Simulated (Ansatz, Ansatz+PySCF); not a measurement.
```xyz
5

B     0.0000    0.0000    0.0000
H     0.6651    0.6651    0.6651
H     0.6651   -0.6651   -0.6651
H    -0.6651    0.6651   -0.6651
H    -0.6651   -0.6651    0.6651
```

RHF-MP2 on singlet BH₄(-) was run in several spherical basis sets with Ansatz (development build ahead of 0.2.0). Frozen core: 1 orbital. Caution: no diffuse functions for an anion.

Rank the basis sets by the total energy that they give, lowest first, with the distance from the lowest.
A. 6-31G(d)
B. def2-TZVP
C. cc-pVTZ
D. def2-SVP
E. cc-pVDZ

C (0.00 eV), B (0.31 eV), E (1.37 eV), D (1.89 eV), A (2.40 eV).

Totals follow the description of the cores as much as that of the bonds, so this order isn't one of quality for chemistry.
